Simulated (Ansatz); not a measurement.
# SiS (singlet): from Hartree-Fock to the top rungs at distance Si1–S2 = 1.930 Å, cc-pVDZ

One table from this session's results is given with a row withheld; the runs are named, their logs left out.

Method: cc-pVDZ, core rule «outside noble gas», up to 10 orbitals frozen; program: Ansatz 0.2.0, Gaussian basis.

To be run: UHF; CCSD(T) on RHF; BCCD(T) on RHF; CISD; CCSDT(Q) on RHF; CCSDTQ on RHF; CASSCF and MRCISD+Q, 2 electrons in 2 orbitals; CASSCF and NEVPT2, 2 electrons in 2 orbitals; CASSCF and MRCISD+Q, 10 electrons in 8 orbitals; CASSCF and NEVPT2, 10 electrons in 8 orbitals.

19 further runs of the same task are left out: 2 for a known fault of the program, 14 that didn't finish, 3 set aside as unsound or not needed.

### What is computed

The geometry derives from a PBE0/def2-TZVP stationary point (not a proven minimum). One bond is set to the value named and the two fragments are kept rigid.

2 atoms, charge 0, spin multiplicity 1.

Atoms are counted from 1 here; the program's logs count them from 0.

Bond lengths: Si1–S2 1.930 Å.

Geometry (Å):

```xyz
2

Si    0.0000    0.0000    0.0000
S     0.0000    0.0000    1.9300
```

Set-up of the first run:

Contents of in.yaml:

```yaml
crystal:
  periodic: [false, false, false]
  atoms:
    - {symbol: Si, position_ang: [0.000000, 0.000000, 0.000000]}
    - {symbol: S, position_ang: [0.000000, 0.000000, 1.930000]}
basis:
  gaussian: {orbitals: cc-pVDZ}
magnetization: {spin_polarized: true, initial_magnetization: 0}
hamiltonian: {xc: hf}
output: {orbitals: {seedname: orbitals}}
```

Launch:

```
$ ansatz run in.yaml --threads 1 --pin off --events-out ev --progress --plain --max-ram 2393MiB
```

Among the steps run: UHF; CCSD(T) on RHF; BCCD(T) on RHF; CISD; CCSDT(Q) on RHF; CCSDTQ on RHF; CASSCF and MRCISD+Q, 2 electrons in 2 orbitals; CASSCF and NEVPT2, 2 electrons in 2 orbitals; CASSCF and MRCISD+Q, 10 electrons in 8 orbitals; CASSCF and NEVPT2, 10 electrons in 8 orbitals.

One of the session's tables, all rows but one given; the rest of the session is left out.

| method | from RCCSDTQ (kJ/mol) |
| --- | --- |
| RHF | +624.7 |
| RMP2 | +90.7 |
| CISD | +82.5 |
| RCCSD | +33.2 |
| RCCSD(T) | +4.8 |
| BCCD(T) | +4.8 |
| RCCSDT | +2.3 |
| RCCSDT(Q) | ? |
| RCCSDTQ | 0 |
| CASSCF valence | +437.3 |
| NEVPT2 valence | +100.2 |
| MRCISD valence | +35.8 |
| MRCISD+Q valence | +1.8 |

Q: Estimate the row for RCCSDT(Q) from the others.

The run gave: from RCCSDTQ (kJ/mol): -0.3. In the column «from RCCSDTQ (kJ/mol)» it is the lowest.

Left out of the table: CASSCF pair, NEVPT2 pair, MRCISD pair, MRCISD+Q pair (the active space lost an orbital or holds another state than full CI finds).

Caveats from the session: Warnings in the runs' records: passed over end.
